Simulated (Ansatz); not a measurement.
**CH3F (fluoromethane) at BCCD/ANO-RCC-VDZP (density fitting with def2-universal-jkfit, def2-SVP-rifit for correlation)**

Aim: the energy difference between two shapes of CH3F (fluoromethane) at BCCD/ANO-RCC-VDZP (density fitting with def2-universal-jkfit, def2-SVP-rifit for correlation), from 2 runs. 

Program for the calculation: Ansatz 0.2.0.

7 further runs of the same task are left out: 1 that didn't finish, 6 set aside as unsound or not needed.

## 1. The molecule

CH3F: 5 atoms, total charge 0, spin state singlet. As SMILES, `CF`. Geometry: relaxed at PBE0-D4/def2-TZVP.

Bond lengths: C1–F2 1.376 Å, C1–H3 1.092 Å, C1–H4 1.092 Å, C1–H5 1.092 Å. Angles: F2–C1–H3 109.1°, F2–C1–H4 109.1°, F2–C1–H5 109.1°, H3–C1–H4 109.9°, H3–C1–H5 109.9°, H4–C1–H5 109.9°.

## 2. Energy and forces at BCCD/ANO-RCC-VDZP (density fitting with def2-universal-jkfit, def2-SVP-rifit for correlation)

Contents of molecule.yaml:

```yaml
crystal:
  periodic: [false, false, false]
  atoms:
    - {symbol: C, position_ang: [-0.050700, 0.032900, 0.007800]}
    - {symbol: F, position_ang: [1.094100, -0.710500, -0.168600]}
    - {symbol: H, position_ang: [-0.918700, -0.626900, -0.058000]}
    - {symbol: H, position_ang: [-0.104800, 0.796000, -0.772000]}
    - {symbol: H, position_ang: [-0.019800, 0.508500, 0.990700]}
basis:
  gaussian:
    orbitals: ANO-RCC-VDZP.json
    fitting: {mean_field: def2-universal-jkfit, correlation: def2-SVP-rifit.json}
    symmetry_tolerance_ang: 0.01
magnetization:
  spin_polarized: false
hamiltonian:
  pseudopotentials: {relativity: none}
correlation:
  method: bccd
  frozen_orbitals: {C: 1, F: 1, H: 0}
  diis_vectors: 1
accuracy: high
scf:
  omitted_lower_state_checks: [stability, starts]
output: {forces: true}
```

The basis set ANO-RCC-VDZP is read from a file made from the Basis Set Exchange's data (not shown).

Run with:

```
$ ansatz run molecule.yaml --threads 1 --pin off --max-ram 2610MiB --events-out events.jsonl --progress --plain --runs-dir runs
```

Log, cut to the lines that bear on the results:

```text
Warning: RAYON_NUM_THREADS=1 ignored (pool sized by the plan → 1); use --threads N
Functional definition: HF
  name "HF"
[...]
206 factors; integrals over basis functions are off by at most 7.1e-2 eV
138 factors; integrals over basis functions are off by at most 5.5e-1 eV
[...]
mean field -3784.63511565 eV, -139.0827751825 hartree, gradient 1.8e-8 eV, S^2 0.000000; 0 other end points of the search recorded, 0 dependent functions left out
2 core orbitals not correlated: weight in the atoms' cores, before any rotation towards them, 1.000 or more for the frozen orbitals, at most 0.000 for the correlated occupied ones
reference -3784.63511565 eV, -139.0827751825 hartree; 7, 7 occupied and 34, 34 virtual orbitals, 138 factors
second order -9.29210154 eV of doubles, -0.00000000 eV of singles
cycle   1  -9.46982145 eV  change   -1.8e-1 eV  update   7.0e-2
[...]
cycle  23  -9.76367830 eV  change    1.2e-9 eV  update  6.7e-10
[...]
WARN: the results are in doubt because the basis set is contracted for relativity, which is off
Total energy: -3794.39879395 eV, -139.4415837419 hartree
Atom 0 at    -0.050700     0.032900     0.007800 Å, force    -0.409185     0.265993     0.063604 eV/Å
Atom 1 at     1.094100    -0.710500    -0.168600 Å, force     0.413114    -0.268347    -0.063818 eV/Å
Atom 2 at    -0.918700    -0.626900    -0.058000 Å, force    -0.061850    -0.089728    -0.011591 eV/Å
Atom 3 at    -0.104800     0.796000    -0.772000 Å, force     0.024584     0.061367    -0.087411 eV/Å
Atom 4 at    -0.019800     0.508500     0.990700 Å, force     0.033338     0.030716     0.099216 eV/Å
Dipole moment:    -0.346172     0.224795     0.053339 e Å
In doubt: the basis set is contracted for relativity, which is off
Checks for a lower state left out: starts
```

Run time: 0.91 s. Hardware: 1 thread of Intel Xeon 6975P-C (Granite Rapids), shared host.

## 3. The distorted shape, same level

Contents of molecule.yaml:

```yaml
crystal:
  periodic: [false, false, false]
  atoms:
    - {symbol: C, position_ang: [-0.009889, 0.011420, 0.008520]}
    - {symbol: F, position_ang: [1.102055, -0.690390, -0.175018]}
    - {symbol: H, position_ang: [-0.887919, -0.650516, -0.043496]}
    - {symbol: H, position_ang: [-0.087646, 0.795281, -0.746343]}
    - {symbol: H, position_ang: [-0.031379, 0.539519, 0.982669]}
basis:
  gaussian:
    orbitals: ANO-RCC-VDZP.json
    fitting: {mean_field: def2-universal-jkfit, correlation: def2-SVP-rifit.json}
    symmetry_tolerance_ang: 0.01
magnetization:
  spin_polarized: false
hamiltonian:
  pseudopotentials: {relativity: none}
correlation:
  method: bccd
  frozen_orbitals: {C: 1, F: 1, H: 0}
  diis_vectors: 1
accuracy: high
scf:
  omitted_lower_state_checks: [stability, starts]
output: {forces: true}
```

The basis set ANO-RCC-VDZP is read from a file made from the Basis Set Exchange's data (not shown).

Run with:

```
$ ansatz run molecule.yaml --threads 1 --pin off --max-ram 2610MiB --events-out events.jsonl --progress --plain --runs-dir runs
```

Log, cut to the lines that bear on the results:

```text
Warning: RAYON_NUM_THREADS=1 ignored (pool sized by the plan → 1); use --threads N
Functional definition: HF
  name "HF"
[...]
206 factors; integrals over basis functions are off by at most 7.7e-2 eV
138 factors; integrals over basis functions are off by at most 5.5e-1 eV
[...]
mean field -3784.57556125 eV, -139.0805865984 hartree, gradient 9.1e-9 eV, S^2 0.000000; 0 other end points of the search recorded, 0 dependent functions left out
2 core orbitals not correlated: weight in the atoms' cores, before any rotation towards them, 1.000 or more for the frozen orbitals, at most 0.000 for the correlated occupied ones
reference -3784.57556125 eV, -139.0805865984 hartree; 7, 7 occupied and 34, 34 virtual orbitals, 138 factors
second order -9.24801965 eV of doubles, -0.00000000 eV of singles
cycle   1  -9.44971579 eV  change   -2.0e-1 eV  update   6.8e-2
[...]
cycle  23  -9.73280675 eV  change   4.8e-10 eV  update  5.0e-10
[...]
WARN: the results are in doubt because the basis set is contracted for relativity, which is off
Total energy: -3794.30836800 eV, -139.4382606493 hartree
Atom 0 at    -0.009889     0.011420     0.008520 Å, force    -2.347539     1.515849     0.641166 eV/Å
Atom 1 at     1.102055    -0.690390    -0.175018 Å, force     2.004838    -1.179071    -0.120530 eV/Å
Atom 2 at    -0.887919    -0.650516    -0.043496 Å, force     0.105731     0.070948    -0.060443 eV/Å
Atom 3 at    -0.087646     0.795281    -0.746343 Å, force    -0.052935     0.014298    -0.354878 eV/Å
Atom 4 at    -0.031379     0.539519     0.982669 Å, force     0.289905    -0.422024    -0.105316 eV/Å
Dipole moment:    -0.305595     0.196197     0.050197 e Å
In doubt: the basis set is contracted for relativity, which is off
Checks for a lower state left out: starts
```

Wall time 0.87 s (1 thread of Intel Xeon 6975P-C (Granite Rapids), shared host).

## 4. Summary of results

Level: BCCD/ANO-RCC-VDZP (density fitting with def2-universal-jkfit, def2-SVP-rifit for correlation), 2 core orbitals frozen.

| quantity | value |
| --- | --- |
| first shape: total energy | -139.44158 Eh |
| first shape: dipole moment (correlated density) | 2.00 D |
| first shape: correlation energy (2 core orbitals frozen) | -358.8 mEh |
| first shape: largest force on an atom | 0.497 eV/Å |
| distorted shape: total energy | -139.43826 Eh |
| distorted shape: dipole moment (correlated density) | 1.76 D |
| distorted shape: correlation energy (2 core orbitals frozen) | -357.7 mEh |
| distorted shape: largest force on an atom | 2.867 eV/Å |
| energy change with the atoms displaced | 0.090 eV |

What this shows: With the atoms displaced the energy rises by 0.09 eV (2.1 kcal/mol). The first shape isn't relaxed at this level, so the change isn't measured from a minimum. The largest force (first shape) is 0.50 eV/Å: the shape isn't a stationary point for this species at this level. Mulliken charges (first shape) run from -0.32 on F2 to +0.52 on C1; they depend strongly on the basis. The basis (first shape) was made for a relativistic Hamiltonian, but the run is non-relativistic. Mulliken charges (distorted shape) run from -0.29 on F2 to +0.51 on C1. The basis (distorted shape) was made for a relativistic Hamiltonian, but the run is non-relativistic.
